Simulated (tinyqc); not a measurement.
Worked calculation (part 2 of 2): UHF in the sto-6g basis, for LiH+, spin multiplicity 2. Computed by tinyqc, a small Python program that keeps every step (integrals from PySCF). Command: `OMP_NUM_THREADS=1 python tinyqc.py 29893 29894 out.jsonl` (the two numbers bound the seeds that draw the settings). One thread of a shared host (Intel(R) Xeon(R) Processor @ 2.60GHz), about 0.1 s of CPU time with the checks.

Geometry (angstrom):
```
atom         x         y         z
Li    0.000000  0.000000  0.000000
H     0.000000  0.000000  2.773000
```

## Iteration 3: DIIS over 2 matrices

error matrix X^T (FDS - SDF) X (alpha):
```
           1          2         3         4          5          6
1   0.000000  -0.003074  0.000000  0.000000  -0.005967   0.002870
2   0.003074   0.000000  0.000000  0.000000  -0.000105  -0.007239
3   0.000000   0.000000  0.000000  0.000000   0.000000   0.000000
4   0.000000   0.000000  0.000000  0.000000   0.000000   0.000000
5   0.005967   0.000105  0.000000  0.000000   0.000000  -0.013748
6  -0.002870   0.007239  0.000000  0.000000   0.013748   0.000000
```

B (overlaps of the stored error matrices):
```
               1              2
1  5.6550925e-02  1.3381825e-03
2  1.3381825e-03  8.5079448e-04
```

Minimise |sum c_i e_i|^2 with sum c_i = 1: solve [B -1; -1 0][c; lambda] = [0; -1] with B_ij = tr e_i^T e_j summed over both spins, and take F = sum c_i F_i.

DIIS coefficients: -0.008906  1.008906

extrapolated F(alpha) (hartree), lower triangle:
```
            1Li 1s     1Li 2s    1Li 2px    1Li 2py    1Li 2pz      2H 1s
1Li 1s   -2.769954
1Li 2s   -0.703763  -0.364965
1Li 2px   0.000000   0.000000  -0.093083
1Li 2py   0.000000   0.000000   0.001125  -0.093716
1Li 2pz  -0.000729  -0.028490   0.000000   0.000000  -0.136004
2H 1s    -0.015747  -0.154887   0.000000   0.000000  -0.220525  -0.659760
```

extrapolated F(beta) (hartree), lower triangle:
```
            1Li 1s     1Li 2s    1Li 2px    1Li 2py    1Li 2pz     2H 1s
1Li 1s   -2.771835
1Li 2s   -0.701826  -0.344911
1Li 2px   0.000000   0.000000  -0.093178
1Li 2py   0.000000   0.000000  -0.000145  -0.093096
1Li 2pz  -0.000623  -0.000701   0.000000   0.000000  -0.095886
2H 1s    -0.015559  -0.058046   0.000000   0.000000  -0.074377  0.093263
```

## Iteration 3: diagonalisation and new density

X, lower triangle:
```
            1Li 1s     1Li 2s   1Li 2px   1Li 2py    1Li 2pz     2H 1s
1Li 1s    1.022038
1Li 2s   -0.123905   1.032191
1Li 2px   0.000000   0.000000  1.000000
1Li 2py   0.000000   0.000000  0.000000  1.000000
1Li 2pz  -0.002556   0.015320  0.000000  0.000000   1.022432
2H 1s     0.012570  -0.084949  0.000000  0.000000  -0.125022  1.032476
```

Diagonalise F' = X^T F X, C = X C', fill 2 alpha and 1 beta electrons from the bottom; D(s) = C_occ C_occ^T. Each column has its largest component positive (the first on a tie).

F' = X^T F X (alpha) (hartree), lower triangle:
```
           1          2          3          4          5          6
1  -2.720776
2  -0.357289  -0.229639
3   0.000000   0.000000  -0.093083
4   0.000000   0.000000   0.001125  -0.093716
5  -0.002393  -0.003057   0.000000   0.000000  -0.096462
6   0.018100  -0.088376   0.000000   0.000000  -0.134926  -0.623912
```

orbital energies (alpha) (hartree): MO1 -2.771024, MO2 -0.672202, MO3 -0.166848, MO4 -0.094568, MO5 -0.092230, MO6 -0.060715

coefficients C (alpha):
```
               MO1        MO2        MO3        MO4       MO5        MO6
1Li 1s    0.994820  -0.032994  -0.257951   0.000000  0.000000  -0.052774
1Li 2s    0.021143   0.105343   1.015067   0.000000  0.000000   0.215216
1Li 2px   0.000000   0.000000   0.000000  -0.603859  0.797091   0.000000
1Li 2py   0.000000   0.000000   0.000000   0.797091  0.603859   0.000000
1Li 2pz   0.000857   0.113387  -0.183572   0.000000  0.000000   1.007315
2H 1s    -0.002133   0.945985  -0.190063   0.000000  0.000000  -0.397486
```

F' = X^T F X (beta) (hartree), lower triangle:
```
           1          2          3          4          5         6
1  -2.723093
2  -0.356154  -0.219835
3   0.000000   0.000000  -0.093178
4   0.000000   0.000000  -0.000145  -0.093096
5  -0.003675   0.009603   0.000000   0.000000  -0.079614
6   0.015415  -0.052086   0.000000   0.000000  -0.080624  0.125458
```

orbital energies (beta) (hartree): MO1 -2.772804, MO2 -0.179820, MO3 -0.106638, MO4 -0.093287, MO5 -0.092987, MO6 0.162177

coefficients C (beta):
```
               MO1        MO2        MO3       MO4        MO5        MO6
1Li 1s    0.995091  -0.256209   0.029924  0.000000   0.000000   0.057754
1Li 2s    0.020084   1.004769  -0.123257  0.000000   0.000000  -0.251129
1Li 2px   0.000000   0.000000   0.000000  0.797091  -0.603859   0.000000
1Li 2py   0.000000   0.000000   0.000000  0.603859   0.797091   0.000000
1Li 2pz   0.000723   0.044921   0.928168  0.000000   0.000000  -0.444663
2H 1s    -0.002234   0.101629   0.204664  0.000000   0.000000   1.018229
```

D(alpha) after iteration 3, lower triangle:
```
            1Li 1s    1Li 2s   1Li 2px   1Li 2py   1Li 2pz     2H 1s
1Li 1s    0.990756
1Li 2s    0.017558  0.011544
1Li 2px   0.000000  0.000000  0.000000
1Li 2py   0.000000  0.000000  0.000000  0.000000
1Li 2pz  -0.002888  0.011963  0.000000  0.000000  0.012857
2H 1s    -0.033334  0.099608  0.000000  0.000000  0.107260  0.894892
```

D(beta) after iteration 3, lower triangle:
```
            1Li 1s     1Li 2s   1Li 2px   1Li 2py    1Li 2pz     2H 1s
1Li 1s    0.990206
1Li 2s    0.019985   0.000403
1Li 2px   0.000000   0.000000  0.000000
1Li 2py   0.000000   0.000000  0.000000  0.000000
1Li 2pz   0.000720   0.000015  0.000000  0.000000   0.000001
2H 1s    -0.002223  -0.000045  0.000000  0.000000  -0.000002  0.000005
```

## Iteration 4: building the Fock matrix

core Hamiltonian H = T + V (hartree), lower triangle:
```
            1Li 1s     1Li 2s    1Li 2px    1Li 2py    1Li 2pz      2H 1s
1Li 1s   -4.641234
1Li 2s   -0.984072  -1.282200
1Li 2px   0.000000   0.000000  -1.054742
1Li 2py   0.000000   0.000000   0.000000  -1.054742
1Li 2pz  -0.005668  -0.061854   0.000000   0.000000  -1.096499
2H 1s    -0.021364  -0.212049   0.000000   0.000000  -0.311432  -1.043525
```

Two-electron integrals (ij|kl) in chemists' order, unique and non-zero (hartree):
```
(11|11) 1.681247   (21|11) 0.242603   (21|21) 0.044507   (22|11) 0.397190
(22|21) 0.090279   (22|22) 0.290625   (31|31) 0.009437   (32|31) 0.014261
(32|32) 0.064236   (33|11) 0.397190   (33|21) 0.090279   (33|22) 0.290625
(33|33) 0.313125   (41|41) 0.009437   (42|41) 0.014261   (42|42) 0.064236
(43|43) 0.016875   (44|11) 0.397190   (44|21) 0.090279   (44|22) 0.290625
(44|33) 0.279374   (44|44) 0.313125   (51|51) 0.009437   (52|51) 0.014261
(52|52) 0.064236   (53|53) 0.016875   (54|54) 0.016875   (55|11) 0.397190
(55|21) 0.090279   (55|22) 0.290625   (55|33) 0.279374   (55|44) 0.279374
(55|55) 0.313125   (61|11) 0.004963   (61|21) 0.000902   (61|22) 0.001893
(61|33) 0.001865   (61|44) 0.001865   (61|51) 0.000121   (61|52) 0.000264
(61|55) 0.001948   (61|61) 0.000020   (62|11) 0.038298   (62|21) 0.008963
(62|22) 0.034714   (62|33) 0.032705   (62|44) 0.032705   (62|51) 0.001291
(62|52) 0.010715   (62|55) 0.038731   (62|61) 0.000227   (62|62) 0.010451
(63|31) 0.000393   (63|32) 0.002447   (63|53) 0.001168   (63|63) 0.000386
(64|41) 0.000393   (64|42) 0.002447   (64|54) 0.001168   (64|64) 0.000386
(65|11) 0.055638   (65|21) 0.013071   (65|22) 0.051538   (65|33) 0.048200
(65|44) 0.048200   (65|51) 0.002024   (65|52) 0.016880   (65|55) 0.058214
(65|61) 0.000336   (65|62) 0.016483   (65|65) 0.026074   (66|11) 0.190827
(66|21) 0.044983   (66|22) 0.187581   (66|33) 0.174679   (66|44) 0.174679
(66|51) 0.005662   (66|52) 0.060002   (66|55) 0.213383   (66|61) 0.001132
(66|62) 0.079231   (66|65) 0.127399   (66|66) 0.774999
```

nuclear repulsion = 0.57249608 hartree

J_ij = sum D_kl (ij|kl) with D = D(alpha) + D(beta), K_ij = sum D_kl (ik|jl) for each spin; F = H + J - K(s); E = tr D H + tr D J / 2 - 0.5 sum_s tr D(s) K(s) + E_nn.

Coulomb J (hartree), lower triangle:
```
           1Li 1s    1Li 2s   1Li 2px   1Li 2py   1Li 2pz     2H 1s
1Li 1s   3.548532
1Li 2s   0.530948  0.986504
1Li 2px  0.000000  0.000000  0.973701
1Li 2py  0.000000  0.000000  0.000000  0.973701
1Li 2pz  0.006051  0.060908  0.000000  0.000000  1.012113
2H 1s    0.011081  0.154209  0.000000  0.000000  0.235818  1.124366
```

exchange K(alpha) (hartree), lower triangle:
```
           1Li 1s    1Li 2s   1Li 2px   1Li 2py   1Li 2pz     2H 1s
1Li 1s   1.674752
1Li 2s   0.249485  0.069416
1Li 2px  0.000000  0.000000  0.011867
1Li 2py  0.000000  0.000000  0.000000  0.011867
1Li 2pz  0.000272  0.030380  0.000000  0.000000  0.053668
2H 1s    0.005543  0.099734  0.000000  0.000000  0.148784  0.737455
```

exchange K(beta) (hartree), lower triangle:
```
           1Li 1s    1Li 2s   1Li 2px   1Li 2py   1Li 2pz     2H 1s
1Li 1s   1.674473
1Li 2s   0.249003  0.047754
1Li 2px  0.000000  0.000000  0.009938
1Li 2py  0.000000  0.000000  0.000000  0.009938
1Li 2pz  0.000170  0.000046  0.000000  0.000000  0.009930
2H 1s    0.005315  0.001026  0.000000  0.000000  0.000142  0.000026
```

F(alpha) (hartree), lower triangle:
```
            1Li 1s     1Li 2s    1Li 2px    1Li 2py    1Li 2pz      2H 1s
1Li 1s   -2.767453
1Li 2s   -0.702609  -0.365112
1Li 2px   0.000000   0.000000  -0.092908
1Li 2py   0.000000   0.000000   0.000000  -0.092908
1Li 2pz   0.000111  -0.031325   0.000000   0.000000  -0.138053
2H 1s    -0.015827  -0.157574   0.000000   0.000000  -0.224397  -0.656614
```

F(beta) (hartree), lower triangle:
```
            1Li 1s     1Li 2s    1Li 2px    1Li 2py    1Li 2pz     2H 1s
1Li 1s   -2.767174
1Li 2s   -0.702127  -0.343450
1Li 2px   0.000000   0.000000  -0.090980
1Li 2py   0.000000   0.000000   0.000000  -0.090980
1Li 2pz   0.000213  -0.000991   0.000000   0.000000  -0.094316
2H 1s    -0.015599  -0.058866   0.000000   0.000000  -0.075756  0.080815
```

total energy of this density = -7.70139611 hartree

## Iteration 4: DIIS over 3 matrices

error matrix X^T (FDS - SDF) X (alpha):
```
           1          2         3         4          5          6
1   0.000000  -0.000545  0.000000  0.000000  -0.000818   0.000816
2   0.000545   0.000000  0.000000  0.000000  -0.000040  -0.003639
3   0.000000   0.000000  0.000000  0.000000   0.000000   0.000000
4   0.000000   0.000000  0.000000  0.000000   0.000000   0.000000
5   0.000818   0.000040  0.000000  0.000000   0.000000  -0.005151
6  -0.000816   0.003639  0.000000  0.000000   0.005151   0.000000
```

B (overlaps of the stored error matrices), lower triangle:
```
               1              2              3
1  5.6550925e-02
2  1.3381825e-03  8.5079448e-04
3  1.8274599e-04  2.5105030e-04  8.8633143e-05
```

As before.

DIIS coefficients: 0.005085  -0.382932  1.377847

extrapolated F(alpha) (hartree), lower triangle:
```
            1Li 1s     1Li 2s    1Li 2px    1Li 2py    1Li 2pz      2H 1s
1Li 1s   -2.766156
1Li 2s   -0.702090  -0.365059
1Li 2px   0.000000   0.000000  -0.092979
1Li 2py   0.000000   0.000000  -0.000642  -0.092617
1Li 2pz   0.000420  -0.032453   0.000000   0.000000  -0.138678
2H 1s    -0.015855  -0.158506   0.000000   0.000000  -0.225746  -0.655132
```

extrapolated F(beta) (hartree), lower triangle:
```
            1Li 1s     1Li 2s    1Li 2px    1Li 2py    1Li 2pz     2H 1s
1Li 1s   -2.765043
1Li 2s   -0.702134  -0.342713
1Li 2px   0.000000   0.000000  -0.089936
1Li 2py   0.000000   0.000000   0.000083  -0.089983
1Li 2pz   0.000521  -0.001204   0.000000   0.000000  -0.093612
2H 1s    -0.015611  -0.059253   0.000000   0.000000  -0.076409  0.075122
```

## Iteration 4: diagonalisation and new density

As before.

F' = X^T F X (alpha) (hartree), lower triangle:
```
           1          2          3          4          5          6
1  -2.717234
2  -0.356013  -0.229560
3   0.000000   0.000000  -0.092979
4   0.000000   0.000000  -0.000642  -0.092617
5  -0.000785  -0.006453   0.000000   0.000000  -0.097967
6   0.018225  -0.092207   0.000000   0.000000  -0.140502  -0.617133
```

orbital energies (alpha) (hartree): MO1 -2.767194, MO2 -0.670172, MO3 -0.164872, MO4 -0.093465, MO5 -0.092131, MO6 -0.059656

coefficients C (alpha):
```
               MO1        MO2        MO3       MO4        MO5        MO6
1Li 1s    0.994900  -0.035532  -0.258079  0.000000   0.000000  -0.048847
1Li 2s    0.020825   0.115440   1.016694  0.000000   0.000000   0.201979
1Li 2px   0.000000   0.000000   0.000000  0.797091  -0.603859   0.000000
1Li 2py   0.000000   0.000000   0.000000  0.603859   0.797091   0.000000
1Li 2pz   0.000408   0.125179  -0.172722  0.000000   0.000000   1.007837
2H 1s    -0.001894   0.939333  -0.201598  0.000000   0.000000  -0.407454
```

F' = X^T F X (beta) (hartree), lower triangle:
```
           1          2          3          4          5         6
1  -2.715894
2  -0.357609  -0.217244
3   0.000000   0.000000  -0.089936
4   0.000000   0.000000   0.000083  -0.089983
5  -0.002459   0.009145   0.000000   0.000000  -0.077017
6   0.015273  -0.051968   0.000000   0.000000  -0.080725  0.106894
```

orbital energies (beta) (hartree): MO1 -2.766090, MO2 -0.177597, MO3 -0.106023, MO4 -0.090045, MO5 -0.089873, MO6 0.146449

coefficients C (beta):
```
               MO1        MO2        MO3        MO4       MO5        MO6
1Li 1s    0.994885  -0.255417   0.038513   0.000000  0.000000   0.059678
1Li 2s    0.020890   0.998341  -0.155555   0.000000  0.000000  -0.258658
1Li 2px   0.000000   0.000000   0.000000  -0.603859  0.797091   0.000000
1Li 2py   0.000000   0.000000   0.000000   0.797091  0.603859   0.000000
1Li 2pz   0.000298   0.064188   0.915955   0.000000  0.000000  -0.467060
2H 1s    -0.002225   0.118250   0.225785   0.000000  0.000000   1.011951
```

D(alpha) after iteration 4, lower triangle:
```
            1Li 1s    1Li 2s   1Li 2px   1Li 2py   1Li 2pz     2H 1s
1Li 1s    0.991088
1Li 2s    0.016617  0.013760
1Li 2px   0.000000  0.000000  0.000000
1Li 2py   0.000000  0.000000  0.000000  0.000000
1Li 2pz  -0.004042  0.014459  0.000000  0.000000  0.015670
2H 1s    -0.035261  0.108397  0.000000  0.000000  0.117584  0.882350
```

D(beta) after iteration 4, lower triangle:
```
            1Li 1s     1Li 2s   1Li 2px   1Li 2py    1Li 2pz     2H 1s
1Li 1s    0.989797
1Li 2s    0.020783   0.000436
1Li 2px   0.000000   0.000000  0.000000
1Li 2py   0.000000   0.000000  0.000000  0.000000
1Li 2pz   0.000296   0.000006  0.000000  0.000000   0.000000
2H 1s    -0.002214  -0.000046  0.000000  0.000000  -0.000001  0.000005
```

## Iteration 7 (converged): orbitals

converged F(alpha) (hartree), lower triangle:
```
            1Li 1s     1Li 2s    1Li 2px    1Li 2py    1Li 2pz      2H 1s
1Li 1s   -2.766081
1Li 2s   -0.702201  -0.365962
1Li 2px   0.000000   0.000000  -0.092247
1Li 2py   0.000000   0.000000   0.000000  -0.092247
1Li 2pz   0.000304  -0.033365   0.000000   0.000000  -0.139854
2H 1s    -0.015858  -0.160107   0.000000   0.000000  -0.227173  -0.655209
```

converged F(beta) (hartree), lower triangle:
```
            1Li 1s     1Li 2s    1Li 2px    1Li 2py    1Li 2pz     2H 1s
1Li 1s   -2.765294
1Li 2s   -0.701989  -0.342645
1Li 2px   0.000000   0.000000  -0.090037
1Li 2py   0.000000   0.000000   0.000000  -0.090037
1Li 2pz   0.000421  -0.000864   0.000000   0.000000  -0.093479
2H 1s    -0.015596  -0.059172   0.000000   0.000000  -0.076289  0.075214
```

As before.

F' = X^T F X (alpha) (hartree), lower triangle:
```
           1          2          3          4          5          6
1  -2.717136
2  -0.356062  -0.230237
3   0.000000   0.000000  -0.092247
4   0.000000   0.000000   0.000000  -0.092247
5  -0.000832  -0.007098   0.000000   0.000000  -0.098855
6   0.018434  -0.093761   0.000000   0.000000  -0.141833  -0.616609
```

orbital energies (alpha) (hartree): MO1 -2.767124, MO2 -0.670986, MO3 -0.164910, MO4 -0.092247, MO5 -0.092247, MO6 -0.059816

coefficients C (alpha):
```
               MO1        MO2        MO3        MO4       MO5        MO6
1Li 1s    0.994884  -0.036408  -0.257991   0.000000  0.000000  -0.048982
1Li 2s    0.020885   0.118788   1.016230   0.000000  0.000000   0.202365
1Li 2px   0.000000   0.000000   0.000000  -0.137422  0.990513   0.000000
1Li 2py   0.000000   0.000000   0.000000   0.990513  0.137422   0.000000
1Li 2pz   0.000460   0.127626  -0.173787   0.000000  0.000000   1.007347
2H 1s    -0.001895   0.937598  -0.203857   0.000000  0.000000  -0.410317
```

F' = X^T F X (beta) (hartree), lower triangle:
```
           1          2          3          4          5         6
1  -2.716191
2  -0.357434  -0.217215
3   0.000000   0.000000  -0.090037
4   0.000000   0.000000   0.000000  -0.090037
5  -0.002603   0.009500   0.000000   0.000000  -0.076897
6   0.015282  -0.051937   0.000000   0.000000  -0.080655  0.106957
```

orbital energies (beta) (hartree): MO1 -2.766333, MO2 -0.177553, MO3 -0.105965, MO4 -0.090037, MO5 -0.090037, MO6 0.146505

coefficients C (beta):
```
               MO1        MO2        MO3        MO4       MO5        MO6
1Li 1s    0.994907  -0.255520   0.037136   0.000000  0.000000   0.059749
1Li 2s    0.020805   0.999073  -0.150340   0.000000  0.000000  -0.258922
1Li 2px   0.000000   0.000000   0.000000   0.999596  0.028419   0.000000
1Li 2py   0.000000   0.000000   0.000000  -0.028419  0.999596   0.000000
1Li 2pz   0.000333   0.059262   0.916251   0.000000  0.000000  -0.467130
2H 1s    -0.002228   0.117342   0.226461   0.000000  0.000000   1.011905
```

D(alpha) after iteration 7, lower triangle:
```
            1Li 1s    1Li 2s   1Li 2px   1Li 2py   1Li 2pz     2H 1s
1Li 1s    0.991121
1Li 2s    0.016454  0.014547
1Li 2px   0.000000  0.000000  0.000000
1Li 2py   0.000000  0.000000  0.000000  0.000000
1Li 2pz  -0.004189  0.015170  0.000000  0.000000  0.016289
2H 1s    -0.036021  0.111336  0.000000  0.000000  0.119661  0.879094
```

D(beta) after iteration 7, lower triangle:
```
            1Li 1s     1Li 2s   1Li 2px   1Li 2py    1Li 2pz     2H 1s
1Li 1s    0.989840
1Li 2s    0.020699   0.000433
1Li 2px   0.000000   0.000000  0.000000
1Li 2py   0.000000   0.000000  0.000000  0.000000
1Li 2pz   0.000331   0.000007  0.000000  0.000000   0.000000
2H 1s    -0.002216  -0.000046  0.000000  0.000000  -0.000001  0.000005
```

Within a degenerate level the vectors are fixed only up to a rotation; this is one choice.

## Convergence

Stop when the energy changes by less than 1e-08 hartree and every element of the error matrix X^T (F D S - S D F) X (for each spin) is below 3e-05.

Course of the cycle:
```
iteration  E (hartree)     change  largest element of the error matrix
1          -1.50722602          -                             1.34e-01
2          -7.28813786  -5.78e+00                             1.21e-01
3          -7.70073585  -4.13e-01                             1.37e-02
4          -7.70139611  -6.60e-04                             5.15e-03
5          -7.70151109  -1.15e-04                             9.53e-04
6          -7.70151620  -5.11e-06                             4.21e-05
7          -7.70151620  -7.50e-09                             2.70e-06
```

PySCF UHF in the same basis, after a stability check = -7.70151620 hartree

Converged in 7 iterations.

## Populations, bond orders and dipole

overlap S, lower triangle:
```
           1Li 1s    1Li 2s   1Li 2px   1Li 2py   1Li 2pz     2H 1s
1Li 1s   1.000000
1Li 2s   0.235742  1.000000
1Li 2px  0.000000  0.000000  1.000000
1Li 2py  0.000000  0.000000  0.000000  1.000000
1Li 2pz  0.000000  0.000000  0.000000  0.000000  1.000000
2H 1s    0.005046  0.156306  0.000000  0.000000  0.237135  1.000000
```

Mulliken: Z minus the diagonal of D S on the atom; Loewdin: the same with S^(1/2) D S^(1/2); Mayer order: 2 sum_s sum (D(s) S)_ij (D(s) S)_ji over the two atoms.

Charges (e):
```
atom  Mulliken   Loewdin  Mulliken spin
1Li   0.924676  0.907583       0.075296
2H    0.075324  0.092417       0.924704
```

Mayer bond orders:
```
pair     order
2-1   0.139250
```

dipole moment about the origin, x y z (debye): 0.000000  0.000000  0.489094

<S^2> of the determinant (pure state: 0.75) = 0.750000
